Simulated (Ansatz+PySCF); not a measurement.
# triplet O₂: levels of theory in one basis

| atom | x (Å) | y (Å) | z (Å) |
| --- | --- | --- | --- |
| O | 0.0000 | 0.0000 | -0.8912 |
| O | 0.0000 | 0.0000 | 0.8912 |

Basis set: STO-3G (spherical functions). Frozen core: 2 orbitals. Correlation on ROHF uses semicanonical orbitals with singles. Charge 0, multiplicity 3.

Computed with Ansatz (development build ahead of 0.2.0); each method stands on the lowest determinant of its kind that the runs found. NEVPT2 correlates all electrons. Active spaces start from the frontier orbitals, and the lowest solution found is given.

| method | E − E(ROHF) (eV) | <S²> of the determinant |
| --- | --- | --- |
| ROHF | 0.00 | 2.00 |
| UHF | -1.87 | 2.75 |
| ROHF-MP2 | -1.97 | – |
| UHF-MP2 | -2.04 | 2.75 |
| ROHF-CCSD(T) | -3.71 | – |
| UHF-CCSD(T) | -3.90 | 2.75 |
| UHF-CCSDT(Q) | -3.84 | 2.75 |
| full CI (lowest root of this spin) | -3.90 | – |
| CASSCF(12,8) | -3.90 | – |
| SC-NEVPT2(12,8) | -3.90 | – |

At such a shape the full CI root can have another spatial symmetry than the determinants, so the rows needn't describe one state.

Is a single determinant a sound starting point here?

It is doubtful. Unrestricted orbitals lower Hartree–Fock by 1.87 eV and <S²> is 2.75 where a pure state has 2.00, a sign of strong static correlation. The CASSCF(12,8) natural occupations are 2.00, 2.00, 1.74, 1.74, 1.68, 1.26, 1.26, 0.33.

Caution for ROHF, ROHF-MP2, ROHF-CCSD(T): an unrestricted determinant lies well below. Caution for ROHF, UHF, ROHF-MP2, UHF-MP2, ROHF-CCSD(T), UHF-CCSD(T), UHF-CCSDT(Q): the determinant breaks the point group. Caution for UHF, UHF-MP2, UHF-CCSD(T), UHF-CCSDT(Q): the unrestricted determinant is spin contaminated. Caution for ROHF-MP2, UHF-MP2, ROHF-CCSD(T), UHF-CCSDT(Q): large amplitudes, a single reference is doubtful. Caution for ROHF-MP2, UHF-MP2: forces differ strongly between restricted and unrestricted references; another reference gives a lower total. Caution for ROHF-CCSD(T): the program doubts this total. Caution for UHF-CCSD(T): very large amplitudes, the method is breaking down. Caution for UHF-CCSD(T), UHF-CCSDT(Q): the amplitudes may be one of several solutions. Caution for CASSCF(12,8): other starts end on other solutions of this active space.
